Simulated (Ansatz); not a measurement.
**Nudged elastic band run: C₂H₅OS, charge +1**

input.yaml

```yaml
crystal:
  periodic: [false, false, false]
  atoms:
    - { symbol: O, position_ang: [-0.241627, 1.659409, -1.326396] }
    - { symbol: C, position_ang: [-0.525583, 0.69204, -0.48608] }
    - { symbol: C, position_ang: [0.457484, -0.088435, 0.000789] }
    - { symbol: S, position_ang: [-0.029523, -1.339385, 1.10644] }
    - { symbol: H, position_ang: [-1.03096, 2.14589, -1.60236] }
    - { symbol: H, position_ang: [-1.567192, 0.547176, -0.202806] }
    - { symbol: H, position_ang: [1.501912, 0.023605, -0.256038] }
    - { symbol: H, position_ang: [0.838671, -1.193151, 2.145795] }
    - { symbol: H, position_ang: [0.596808, -2.447149, 0.620646] }
total_charge: 1
basis:
  gaussian: { orbitals: def2-mTZVP }
hamiltonian:
  xc: pbe0
  dispersion: d4
neb:
  order_check: false
  images: 5
  f_tol: 0.05
  max_iterations: 60
  initial_path: idpp
  final_atoms:
    - { symbol: O, position_ang: [-0.32925071, 1.60217171, -1.26538868] }
    - { symbol: C, position_ang: [-0.37785484, 0.59137657, -0.42779693] }
    - { symbol: C, position_ang: [0.75467375, -0.04363098, -0.0778298] }
    - { symbol: S, position_ang: [0.82004434, -1.3967034, 1.02510381] }
    - { symbol: H, position_ang: [-1.20443273, 1.97632759, -1.43968065] }
    - { symbol: H, position_ang: [-1.3534292, 0.30005549, -0.0405401] }
    - { symbol: H, position_ang: [1.72882194, 0.23666271, -0.45519907] }
    - { symbol: H, position_ang: [-0.129812, -2.26299711, 0.57502834] }
    - { symbol: H, position_ang: [0.09122944, -1.00326258, 2.10629306] }
```

Command:

```bash
$ ansatz run input.yaml --threads 2 --pin off --max-ram 3072MiB --backend cpu --events-out ev --progress --plain --runs-dir out
```

Output, in part (warnings, iteration lines, the closing report on the highest movable image, with atoms numbered from 0):

```
NEB end point (image 0): max|allowed force component| = 9.532e-3 eV/Å (the criterion of neb.relax_end_points is 1.000e-2)
NEB end point (image 6): max|allowed force component| = 4.234e-3 eV/Å (the criterion of neb.relax_end_points is 1.000e-2)
NEB iter   1: max|band force component| = 2.235e0 eV/Å  barrier→ = 0.5549 eV  barrier← = 0.3905 eV  Δτ_max = 0.2000 Å  (198 SCF iters)
NEB iter   2: max|band force component| = 8.182e-1 eV/Å  barrier→ = 0.3289 eV  barrier← = 0.1645 eV  Δτ_max = 0.0740 Å  (152 SCF iters)
NEB iter   3: max|band force component| = 4.068e-1 eV/Å  barrier→ = 0.3153 eV  barrier← = 0.1508 eV  CI = image 3  Δτ_max = 0.0758 Å  (155 SCF iters)
NEB iter   4: max|band force component| = 1.736e-1 eV/Å  barrier→ = 0.3104 eV  barrier← = 0.1460 eV  CI = image 3  Δτ_max = 0.0235 Å  (154 SCF iters)
NEB iter   5: max|band force component| = 8.993e-2 eV/Å  barrier→ = 0.3094 eV  barrier← = 0.1449 eV  CI = image 3  Δτ_max = 0.0122 Å  (135 SCF iters)
NEB iter   6: max|band force component| = 2.103e-2 eV/Å  barrier→ = 0.3089 eV  barrier← = 0.1445 eV  CI = image 3  Δτ_max = 0.0000 Å  (269 SCF iters)
Total energy: -15021.82595340 eV, -552.0419216281 hartree
Atom 0 at    -0.122270     1.767122    -1.139333 Å, force     0.001470     0.001707    -0.008473 eV/Å
Atom 1 at    -0.369021     0.802821    -0.270786 Å, force    -0.014892     0.000149     0.003835 eV/Å
Atom 2 at     0.291507    -0.356830    -0.362969 Å, force    -0.004449     0.006528    -0.000951 eV/Å
Atom 3 at    -0.120692    -1.740139     0.666887 Å, force     0.014910     0.015581    -0.017266 eV/Å
Atom 4 at    -0.620516     2.570637    -0.938519 Å, force    -0.001127     0.002262     0.008950 eV/Å
Atom 5 at    -1.102716     1.001131     0.509441 Å, force     0.005744    -0.002513    -0.001899 eV/Å
Atom 6 at     0.987723    -0.583021    -1.160353 Å, force     0.002316    -0.020216     0.010684 eV/Å
Atom 7 at    -0.066356    -1.182060     1.909263 Å, force    -0.002120     0.002269     0.003807 eV/Å
Atom 8 at     1.122330    -2.279659     0.786359 Å, force    -0.001853    -0.005766     0.001311 eV/Å
Dipole moment:    -0.030095    -0.324253     0.686441 e Å
```

It converged. A vibrational analysis at the climbing image gives one clearly imaginary mode, 249i cm⁻¹: a first-order saddle point. Limits of this set-up: the dipole of an ion depends on the origin.

Final band (atoms are numbered from 1 in the order of the input):

| image | path coordinate (Å) | energy (kJ/mol) | dihedral C2–C3–S4–H9 (°) |
| --- | --- | --- | --- |
| 0 | 0.00 | 0.0 | 131 |
| 1 | 0.67 | 7.1 | 159 |
| 2 | 1.34 | 22.4 | -174 |
| 3 | 2.01 | 29.8 | -148 |
| 4 | 2.76 | 23.6 | -116 |
| 5 | 3.50 | 17.1 | -82 |
| 6 | 4.25 | 15.9 | -49 |

Run time: 70 s on 2 threads of Arm Neoverse V1, with other jobs on the host, peak memory 0.19 GiB.
